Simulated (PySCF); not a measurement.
Several molecules and their computed UV-vis stick spectra, shuffled. The calculation used TDDFT CAM-B3LYP/def2-SVPD, vertical, gas phase, core orbitals frozen in the response (PySCF 2.14.0, density-fitted response routines). Geometries: PBE0-D3(BJ)/def2-SVP; one conformer of each isolated species. Triplets are in the Tamm–Dancoff approximation.

A. `C#C[C@@H]1CS1`
B. `N=C=O`
C. `c1ccsc1`

Lowest singlet levels (six at most, fewer where fewer were computed) with oscillator strengths:

1. 5.85 eV (f 0.082); 5.93 eV (f 0.095); 6.40 eV (f 0.006); 6.44 eV (f 0.000); 6.83 eV (f 0.000); 7.13 eV (f 0.003); T1 3.78 eV
2. 6.58 eV (f 0.002); 7.64 eV (f 0.009); 7.68 eV (f 0.011); 8.25 eV (f 0.010); 8.62 eV (f 0.003); 9.77 eV (f 0.013); T1 6.18 eV
3. 4.56 eV (f 0.002); 5.94 eV (f 0.019); 6.09 eV (f 0.024); 6.23 eV (f 0.047); 6.28 eV (f 0.019); 6.59 eV (f 0.028); T1 4.09 eV

Question: Match each spectrum to its molecule.

Answer: 1 = C, 2 = B, 3 = A.
- A: S1 at 4.56 eV, HOMO→LUMO (91%); Löwdin shares by element: HOMO sulfur 73%, carbon 16% or more; LUMO sulfur 48%, carbon 37% or more; HOMO -8.20 and LUMO 0.39 eV.
- B: S1 at 6.58 eV, HOMO→LUMO+1 (90%); Löwdin shares by element: HOMO nitrogen 47%, oxygen 32%, carbon 17%, hydrogen 4%; LUMO carbon 59%, nitrogen 16%, hydrogen 14%, oxygen 12%; HOMO -10.34 and LUMO 0.95 eV; point group Cs.
- C: S1 at 5.85 eV, HOMO→LUMO (95%); Löwdin shares by element: HOMO carbon 87%; LUMO carbon 55% or more, sulfur 23% (atoms not listed hold the other 22%); HOMO -8.19 and LUMO 0.61 eV; point group C2v, 2 of its 6 listed states under f = 0.0005.
